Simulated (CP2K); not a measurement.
# C2HClF2 (SMILES FC(F)=CCl) at HF/3-21G

Aim: the energy change on altering one bond length of C2HClF2 at HF/3-21G, from 2 runs. 

Program for the calculation: CP2K 2026.2.

2 further runs of the same task are left out: 1 that didn't finish, 1 set aside as unsound or not needed.

### Step 1. The system as given

C2HClF2 has 6 atoms, charge 0, and is taken as a singlet. SMILES: `FC(F)=CCl`. The coordinates come from a PBE0-D4/def2-TZVP relaxation.

Bond lengths: F1–C2 1.312 Å, C2–F3 1.305 Å, C2–C4 1.321 Å, C4–Cl5 1.706 Å, C4–H6 1.079 Å. Angles: F1–C2–F3 111.1°, F1–C2–C4 123.1°, F3–C2–C4 125.8°, C2–C4–Cl5 122.3°, C2–C4–H6 120.1°, Cl5–C4–H6 117.5°.

### Step 2. The energy at HF/3-21G

mol.inp reads:

```
&GLOBAL
  PROJECT_NAME mol
  RUN_TYPE ENERGY
  PRINT_LEVEL MEDIUM
&END GLOBAL

&FORCE_EVAL
  METHOD QUICKSTEP
  &DFT
    BASIS_SET_FILE_NAME ./3_21g.basis
    POTENTIAL_FILE_NAME POTENTIAL
    # Quickstep
    &QS
      METHOD GAPW
      EPS_DEFAULT 1.0E-10
    &END QS
    # plane-wave cutoff in Ry
    &MGRID
      CUTOFF 280
      REL_CUTOFF 50
      NGRIDS 4
    &END MGRID
    &POISSON
      PERIODIC NONE
      POISSON_SOLVER MULTIPOLE
    &END POISSON
    &SCF
      SCF_GUESS ATOMIC
      EPS_SCF 1.0E-07
      MAX_SCF 100
      ADDED_MOS 5
      &DIAGONALIZATION
        ALGORITHM STANDARD
      &END DIAGONALIZATION
      &MIXING
        METHOD DIRECT_P_MIXING
        ALPHA 0.4
      &END MIXING
    &END SCF
    # exchange and correlation
    &XC
      &XC_FUNCTIONAL NONE
      &END XC_FUNCTIONAL
      &HF
        FRACTION 1
        &SCREENING
          EPS_SCHWARZ 1.0E-10
        &END SCREENING
        &MEMORY
          MAX_MEMORY 1050
        &END MEMORY
      &END HF
    &END XC
    &PRINT
      &MOMENTS
        PERIODIC F
        REFERENCE COM
        MAX_MOMENT 1
      &END MOMENTS
      &MO ON
        ENERGIES T
        OCCUPATION_NUMBERS T
        NDIGITS 6
        &EACH
          QS_SCF 0
        &END EACH
        ADD_LAST NUMERIC
      &END MO
      &LOWDIN ON
      &END LOWDIN
      &HIRSHFELD OFF
      &END HIRSHFELD
      &MO_MOLDEN ON
        NDIGITS 8
      &END MO_MOLDEN
    &END PRINT
  &END DFT
  &SUBSYS
    # box in angstrom
    &CELL
      ABC 8.9 10.1 9.9
      PERIODIC NONE
    &END CELL
    &COORD
      F      5.420010     4.329930     6.397070
      C      4.786650     4.578110     5.275400
      F      4.711510     3.507690     4.532300
      C      4.300640     5.767080     4.968480
      Cl     3.479990     6.066740     3.502930
      H      4.415200     6.592310     5.654000
    &END COORD
    &KIND F
      BASIS_SET 3-21G
      POTENTIAL ALL
      LEBEDEV_GRID 194
      RADIAL_GRID 100
    &END KIND
    &KIND C
      BASIS_SET 3-21G
      POTENTIAL ALL
      LEBEDEV_GRID 194
      RADIAL_GRID 100
    &END KIND
    &KIND Cl
      BASIS_SET 3-21G
      POTENTIAL ALL
      LEBEDEV_GRID 194
      RADIAL_GRID 100
    &END KIND
    &KIND H
      BASIS_SET 3-21G
      POTENTIAL ALL
      LEBEDEV_GRID 194
      RADIAL_GRID 100
    &END KIND
  &END SUBSYS
&END FORCE_EVAL
```

Run with:

```
$ OMP_NUM_THREADS=1 cp2k.psmp -i mol.inp -o mol.out
```

The program printed:

```text
CP2K| version string:                                       CP2K version 2026.2
[...]
 GLOBAL| Method name                                                        CP2K
[...]
 GLOBAL| Run type                                                         ENERGY
[...]
 DFT| Spin restricted Kohn-Sham (RKS) calculation                            RKS
 DFT| Multiplicity                                                             1
[...]
 DFT| Charge                                                                   0
[...]
 QS| Method:                                                                GAPW
[...]
 QS| Density cutoff [a.u.]:                                                140.0
[...]
 QS| Relative density cutoff [a.u.]:                                        25.0
[...]
                             - Atoms:                                          6
[...]
                             - Spherical basis functions:                     51
[...]
 Number of electrons:                                                         48
[...]
     1 P_Mix/Diag. 0.40E+00    0.7     0.84257854      -732.2343629200 -7.32E+02
[...]
    17 DIIS/Diag.  0.81E-07    0.2     0.00000003      -730.9441612972  0.00E+00
  *** SCF run converged in    17 steps ***
[...]
  Overlap energy of the core charge distribution:               0.00000740187604
  Self energy of the core charge distribution:               -467.60517296327743
  Core Hamiltonian energy:                                   -285.92749443846100
  Hartree energy:                                             125.81780379436820
  Exchange-correlation energy:                                  0.00000000000000
  Hartree-Fock Exchange energy:                               -58.32214759362478
[...]
                     Mulliken Population Analysis
 #  Atom  Element  Kind  Atomic population                           Net charge
       1     F        1          9.369866                             -0.369866
       2     C        2          5.102162                              0.897838
       3     F        1          9.364046                             -0.364046
       4     C        2          6.655341                             -0.655341
       5     Cl       3         16.827874                              0.172126
       6     H        4          0.680711                              0.319289
 # Total charge                             48.000000                  0.000000
[...]
  Dipole moment [Debye]
    X=  0.2837813E+00 Y=  0.8749867E+00 Z=  0.1043954E+01  Total=      1.3913925
 ENERGY| Total FORCE_EVAL ( QS ) energy [hartree]           -730.944161297179789
[...]
```

Run time: 4.5 s. Hardware: 1 thread of Arm Neoverse V2, shared host; peak memory 0.47 GiB.

### Step 3. The distorted shape, same level

mol.inp reads:

```
&GLOBAL
   PROJECT_NAME mol
   RUN_TYPE ENERGY
   PRINT_LEVEL MEDIUM
&END GLOBAL

&FORCE_EVAL
   METHOD QUICKSTEP
   &DFT
      BASIS_SET_FILE_NAME ./3_21g.basis
      POTENTIAL_FILE_NAME POTENTIAL
      ! Quickstep
      &QS
         METHOD GAPW
         EPS_DEFAULT 1.0E-10
      &END QS
      ! plane-wave cutoff in Ry
      &MGRID
         CUTOFF 280
         REL_CUTOFF 50
         NGRIDS 4
      &END MGRID
      ! cluster boundary conditions
      &POISSON
         PERIODIC NONE
         POISSON_SOLVER MULTIPOLE
      &END POISSON
      ! SCF settings
      &SCF
         SCF_GUESS ATOMIC
         EPS_SCF 1.0E-07
         MAX_SCF 80
         ADDED_MOS 5
         &DIAGONALIZATION
            ALGORITHM STANDARD
         &END DIAGONALIZATION
         &MIXING
            METHOD DIRECT_P_MIXING
            ALPHA 0.4
         &END MIXING
      &END SCF
      ! exchange and correlation
      &XC
         &XC_FUNCTIONAL NONE
         &END XC_FUNCTIONAL
         ! exact exchange
         &HF
            FRACTION 1
            &SCREENING
               EPS_SCHWARZ 1.0E-10
            &END SCREENING
            &MEMORY
               MAX_MEMORY 1050
            &END MEMORY
         &END HF
      &END XC
      &PRINT
         &MOMENTS
            PERIODIC F
            REFERENCE COM
            MAX_MOMENT 1
         &END MOMENTS
         &MO ON
            ENERGIES T
            OCCUPATION_NUMBERS T
            NDIGITS 6
            &EACH
               QS_SCF 0
            &END EACH
            ADD_LAST NUMERIC
         &END MO
         &LOWDIN ON
         &END LOWDIN
         &HIRSHFELD OFF
         &END HIRSHFELD
      &END PRINT
   &END DFT
   &SUBSYS
      ! vacuum box
      &CELL
         ABC 9 10.3 9.9
         PERIODIC NONE
      &END CELL
      &COORD
         F      0.973904    -0.988707     1.388073
         C      0.340544    -0.740527     0.266403
         F      0.265404    -1.810947    -0.476697
         C     -0.218360     0.626770    -0.086550
         Cl    -1.039010     0.926430    -1.552100
         H     -0.103800     1.452000     0.598970
      &END COORD
      &TOPOLOGY
         &CENTER_COORDINATES
         &END CENTER_COORDINATES
      &END TOPOLOGY
      &KIND F
         BASIS_SET 3-21G
         POTENTIAL ALL
         LEBEDEV_GRID 194
         RADIAL_GRID 100
      &END KIND
      &KIND C
         BASIS_SET 3-21G
         POTENTIAL ALL
         LEBEDEV_GRID 194
         RADIAL_GRID 100
      &END KIND
      &KIND Cl
         BASIS_SET 3-21G
         POTENTIAL ALL
         LEBEDEV_GRID 194
         RADIAL_GRID 100
      &END KIND
      &KIND H
         BASIS_SET 3-21G
         POTENTIAL ALL
         LEBEDEV_GRID 194
         RADIAL_GRID 100
      &END KIND
   &END SUBSYS
&END FORCE_EVAL
```

Run with:

```
$ OMP_NUM_THREADS=1 cp2k.psmp -i mol.inp > mol.out 2>&1
```

The program printed:

```text
CP2K| version string:                                       CP2K version 2026.2
[...]
 GLOBAL| Method name                                                        CP2K
[...]
 GLOBAL| Run type                                                         ENERGY
[...]
 DFT| Spin restricted Kohn-Sham (RKS) calculation                            RKS
 DFT| Multiplicity                                                             1
[...]
 DFT| Charge                                                                   0
[...]
 QS| Method:                                                                GAPW
[...]
 QS| Density cutoff [a.u.]:                                                140.0
[...]
 QS| Relative density cutoff [a.u.]:                                        25.0
[...]
                             - Atoms:                                          6
[...]
                             - Spherical basis functions:                     51
[...]
 Number of electrons:                                                         48
[...]
     1 P_Mix/Diag. 0.40E+00    0.7     0.84966089      -731.8719770553 -7.32E+02
[...]
    22 DIIS/Diag.  0.37E-07    0.2     0.00000002      -730.8986971163 -2.27E-13
  *** SCF run converged in    22 steps ***
[...]
  Overlap energy of the core charge distribution:               0.00000139149373
  Self energy of the core charge distribution:               -467.60517296327743
  Core Hamiltonian energy:                                   -286.33059313265687
  Hartree energy:                                             126.19590688645913
  Exchange-correlation energy:                                  0.00000000000000
  Hartree-Fock Exchange energy:                               -58.17895303454724
[...]
                     Mulliken Population Analysis
 #  Atom  Element  Kind  Atomic population                           Net charge
       1     F        1          9.358462                             -0.358462
       2     C        2          5.133850                              0.866150
       3     F        1          9.354170                             -0.354170
       4     C        2          6.631002                             -0.631002
       5     Cl       3         16.836672                              0.163328
       6     H        4          0.685844                              0.314156
 # Total charge                             48.000000                 -0.000000
[...]
  Dipole moment [Debye]
    X=  0.3869314E+00 Y=  0.5954797E+00 Z=  0.1094088E+01  Total=      1.3043547
 ENERGY| Total FORCE_EVAL ( QS ) energy [hartree]           -730.898697116313087
[...]
```

Wall time 5.4 s (1 thread of Arm Neoverse V2, shared host); peak memory 0.49 GiB.

### Step 4. Outcome

At HF/3-21G:

```
                                                         quantity          value
                                        first shape: total energy  -730.94416 Eh
                                       first shape: dipole moment         1.39 D
                                         first shape: HOMO energy      -10.48 eV
                                         first shape: LUMO energy        4.41 eV
                                       first shape: HOMO–LUMO gap       14.89 eV
                                    distorted shape: total energy  -730.89870 Eh
                                   distorted shape: dipole moment         1.30 D
                                     distorted shape: HOMO energy       -9.59 eV
                                     distorted shape: LUMO energy        3.06 eV
                                   distorted shape: HOMO–LUMO gap       12.65 eV
energy change with the C2–C4 bond stretched from 1.321 to 1.519 Å       1.237 eV
```

With the C2–C4 bond stretched from 1.321 to 1.519 Å the energy rises by 1.24 eV (119 kJ/mol). The first shape isn't relaxed at this level, so the change isn't measured from a minimum.
